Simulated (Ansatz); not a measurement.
# C₃H₃FS: up Jacob's ladder to CCSD(T)

How much do the methods differ for C₃H₃FS? The plan is to run it at one geometry with functionals of several rungs and with coupled cluster. The yardstick is the atomisation energy at the CCSD(T) limit.

Method: functionals in def2-TZVPP, the program's frozen cores in correlated methods; program: Ansatz 0.2.0, Gaussian basis.

The runs, in order: LDA (SPW92), PBE-D4, revPBE-D4, BLYP-D4, r2SCAN-D4, B97M-V, PBE0-D4, B3LYP-D4, r2SCANh-D4, r2SCAN0-D4, HSE06-D4, BHLYP-D4, CAM-B3LYP-D4, LC-ωPBE, ωB97X-V, ωB97M-V, B2PLYP, PBE-QIDH; CCSD(T)/def2-SVP; CCSD(T)/def2-TZVPP; MP2/def2-QZVPP; extrapolation to the limit; RPA on PBE.

## (1) Structure used throughout

An earlier PBE0-D4 in a triple-zeta def2 set relaxation fixed the geometry.

SMILES `C=C1SC1F`, 8 atoms, charge 0, spin multiplicity 1.

Atoms are counted from 1 here; the program's logs count them from 0.

Bond lengths: C1–C2 1.318 Å, C1–H6 1.083 Å, C1–H7 1.082 Å, C2–S3 1.735 Å, C2–C4 1.442 Å, S3–C4 1.820 Å, C4–F5 1.351 Å, C4–H8 1.086 Å. Angles: C2–C1–H6 119.8°, C2–C1–H7 121.7°, H6–C1–H7 118.4°, C1–C2–S3 145.0°, C1–C2–C4 145.8°, S3–C2–C4 69.2°, C2–S3–C4 47.8°, C2–C4–S3 63.0°, C2–C4–F5 119.1°, C2–C4–H8 121.9°, S3–C4–F5 118.0°, S3–C4–H8 116.1°, F5–C4–H8 111.0°.

## (2) LDA

This LDA is Slater exchange with PW92 correlation.

Contents of in.yaml:

```yaml
crystal:
  periodic: [false, false, false]
  atoms:
    - {symbol: C, position_ang: [-0.031537, 1.391610, 0.301756]}
    - {symbol: C, position_ang: [0.314666, 0.155926, -0.000284]}
    - {symbol: S, position_ang: [1.612972, -0.867853, -0.524639]}
    - {symbol: C, position_ang: [-0.139447, -1.202986, -0.166089]}
    - {symbol: F, position_ang: [-0.953178, -1.501221, -1.202380]}
    - {symbol: H, position_ang: [-1.053931, 1.611089, 0.585081]}
    - {symbol: H, position_ang: [0.679853, 2.206313, 0.267319]}
    - {symbol: H, position_ang: [-0.337296, -1.849978, 0.683437]}
basis:
  gaussian: {orbitals: def2-TZVPP}
hamiltonian: {xc: lda}
output: {orbitals: {seedname: orbitals}}
```

Command:

```console
$ ansatz run in.yaml --threads 2 --pin off --events-out ev --progress --plain --max-ram 4352MiB
```

After this run come: PBE-D4 (GGA); revPBE-D4 (GGA); BLYP-D4 (GGA); r2SCAN-D4 (meta-GGA); B97M-V (meta-GGA); PBE0-D4 (hybrid); B3LYP-D4 (hybrid); r2SCANh-D4 (hybrid); r2SCAN0-D4 (hybrid); HSE06-D4 (hybrid); BHLYP-D4 (hybrid); CAM-B3LYP-D4 (range-separated); LC-ωPBE (range-separated); ωB97X-V (range-separated); ωB97M-V (range-separated); B2PLYP (double hybrid); PBE-QIDH (double hybrid); CCSD(T) in def2-SVP; CCSD(T) in def2-TZVPP; MP2 in def2-QZVPP; RPA on PBE orbitals.

**Question.** What will the summary of the whole plan be? Wanted: atomisation energy, CCSD(T)/CBS; farthest beyond LDA; mean size of error, GGA; mean size of error, meta-GGA; mean size of error, hybrid; mean size of error, range-separated; mean size of error, double hybrid; gap, smallest and largest; T1 diagnostic.

**Answer**, as computed:

| quantity | value |
| --- | --- |
| atomisation energy, CCSD(T)/CBS | 3237.3 kJ/mol |
| functionals within 16.2 kJ/mol (0.5 %) | B3LYP-D4, r2SCANh-D4, CAM-B3LYP-D4, PBE-QIDH |
| farthest beyond LDA | PBE-D4 (+172.8 kJ/mol) |
| mean size of error, GGA | 92.4 kJ/mol |
| mean size of error, meta-GGA | 45.7 kJ/mol |
| mean size of error, hybrid | 55.7 kJ/mol |
| mean size of error, range-separated | 18.3 kJ/mol |
| mean size of error, double hybrid | 17.5 kJ/mol |
| gap, smallest and largest | 4.14 eV (LDA (SPW92)), 11.04 eV (LC-ωPBE) |
| T1 diagnostic | 0.0137 |
| triples share of the correlation energy | 4.5 % |

**Reading.** LDA overbinds by 626.2 kJ/mol (19 %). PBE-D4 misses by +172.8 kJ/mol. Double hybrids carry the basis error of their MP2 part in triple zeta, and no dispersion term here, so their miss is partly the set-up's. Taken by rung, double hybrid functionals do best (17.5 kJ/mol on average) and GGA ones worst beyond LDA (92.4 kJ/mol). The gap between the best rungs is small, so their order is not settled. The reference freezes the cores and leaves out relativity and excitations past (T), so misses under about 16.2 kJ/mol can't be ranked. Hartree-Fock recovers 69 % of the binding; the rest is correlation. CCSD(T) in def2-SVP is off by -168.9 kJ/mol, so the small basis spoils what the method gains. Orbital gaps span 4.1 to 11.0 eV; exact exchange widens them.
